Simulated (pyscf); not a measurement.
# Four-centre exchange: InH₃ + HO–SiH₃ → H₃Si–O–InH₂ + H₂

Gas phase, singlet surface, charge 0. Bonds broken: In1–H2, O5–H7. Bonds formed: In1–O5, H2–H7. Optimised with ωB97X-D3(BJ)/def2-SVP in PySCF.

Transition state (Å):

```xyz
10

In    -1.3998    -1.6265    -0.1478
H     -0.6842    -1.0583     1.6693
H     -0.4523    -2.9287    -0.7083
H     -3.0478    -1.1792    -0.2219
O     -0.1757     0.1895    -0.0959
Si    -0.3687     1.7657    -0.5886
H     -0.3324    -0.3427     1.0678
H     -0.7908     1.7789    -2.0222
H      0.9086     2.5222    -0.4503
H     -1.4207     2.4586     0.2173
```

One imaginary mode, 1291i cm⁻¹; descent along it reached the two sides named, in the forms told below.

```json
[
 {"bond": "In1–H2", "change": "breaks", "reactant side (Å)": "1.738", "saddle": "2.034", "product side": "2.7"},
 {"bond": "O5–H7", "change": "breaks", "reactant side (Å)": "0.965", "saddle": "1.289", "product side": "2.7"},
 {"bond": "In1–O5", "change": "forms", "reactant side (Å)": "2.377", "saddle": "2.191", "product side": "2.010"},
 {"bond": "H2–H7", "change": "forms", "reactant side (Å)": "3.0", "saddle": "0.999", "product side": "0.763"}
]
```

Electronic energies relative to the separated reactants (kcal/mol):

| level | barrier | reaction energy | reverse barrier |
|---|---|---|---|
| ωB97X-D3(BJ)/def2-TZVP | 7.2 | -12.1 | 19.3 |
| PBE/def2-TZVP | 5.5 | -10.0 | 15.5 |
| r²SCAN/def2-TZVP | 4.5 | -11.9 | 16.4 |
| B3LYP-D3(BJ)/def2-TZVP | 7.4 | -11.2 | 18.6 |
| PBE0-D3(BJ)/def2-TZVP | 7.0 | -9.1 | 16.1 |
| M06-2X/def2-TZVP | 5.7 | -14.2 | 19.9 |
| ωB97M-D3(BJ)/def2-TZVP | 10.2 | -8.9 | 19.1 |
| HF/def2-TZVP | 23.1 | -6.5 | 29.6 |

With ωB97M-D3(BJ)/def2-TZVP energies and thermal terms (ideal gas, 1 atm, RRHO with modes under 100 cm⁻¹ raised to 100, one conformer, R ln 2 for chiral ones without a mode under 150 cm⁻¹), in kcal/mol:

```tsv
T (K)	ΔH‡	ΔG‡	ΔH	ΔG
298	9.0	19.1	-10.6	-9.4
600	9.2	29.2	-9.5	-8.7
900	9.8	39.1	-8.7	-8.4
1200	10.5	48.7	-8.2	-8.4
```

On the reactant side the descent ends in an adduct with a In–O contact, 13.9 kcal/mol under the separated species and 21.1 kcal/mol under the saddle at ωB97X-D3(BJ)/def2-TZVP. What is counted as formed (In–O) is already present as a longer contact in the reactant adduct; forming that adduct is a step of its own. At the saddle there is also a short H–In contact that neither side keeps. This is the saddle that the search found; another between the same sides may lie lower. Elements past Kr carry the def2 core potentials, without spin-orbit coupling.
